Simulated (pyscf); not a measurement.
Optimised with ωB97X-D3(BJ)/def2-SVP in PySCF.

### Question
For F–C(F)(F)–SiH₃ + H atom (H•) -> F–C(F)(F)–SiH₂• + hydrogen (H₂), a hydrogen abstraction (doublet surface; H–Si broken, H–H formed), PBE/def2-TZVP gives ΔE‡ = 0.6 kcal/mol and ΔE = -13.0 kcal/mol (zero: the separated reactants). In which direction and how far do r²SCAN/def2-TZVP, B3LYP-D3(BJ)/def2-TZVP, ωB97M-D3(BJ)/def2-TZVP move these?

### Answer
r²SCAN: ΔE‡ = -0.3 kcal/mol, ΔE = -14.4 kcal/mol; B3LYP-D3(BJ): ΔE‡ = 1.0 kcal/mol, ΔE = -13.7 kcal/mol; ωB97M-D3(BJ): ΔE‡ = 5.6 kcal/mol, ΔE = -10.2 kcal/mol. PBE's barrier lies among them. Its reaction energy lies among theirs. At r²SCAN this geometry lies under the reactants; that is no barrier but a single point on another level's saddle; such a level's own saddle, if it has one, lies nearer that side and is low. This is the saddle that the search found; another between the same sides may lie lower. The angle at the transferred H is 177°.
